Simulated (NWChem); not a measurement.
NWChem timings: CH5OSi (SMILES [CH2][SiH2]O)

The species is CH5OSi (8 atoms), meant as a doublet with charge 0. As SMILES, `[CH2][SiH2]O`. Geometry: relaxed at PBE0-D4/def2-TZVP. This is one conformer, not always the lowest.

```xyz
8

C    -0.8615    0.5178   -0.7914
Si    0.6540   -0.0052    0.1111
O     0.3028   -0.7244    1.5544
H    -0.9708    0.4168   -1.8670
H    -1.7031    0.9915   -0.2933
H     1.4956    1.1611    0.4806
H     1.4310   -0.9123   -0.7798
H    -0.2558   -1.5023    1.5294
```

Program: NWChem 7.3.0. Hardware: 1 thread of Intel Xeon 6975P-C (Granite Rapids), shared host, so times are rough. Two-electron integrals are exact unless an approximation is named.

(1) Estimate their order by wall time, quickest first.
A. energy of the singlet cation at SVWN5/def2-SVPD, grid fine
B. gradient at UM06-2X/def2-SVPD, grid fine
C. energy of the singlet cation at CCSD(T)/def2-SVPD, 7 core orbitals frozen
D. gradient at UHF/3-21G

## Answers

(1) D (1.8 s), A (15 s), B (42 s), C (3.5 min).
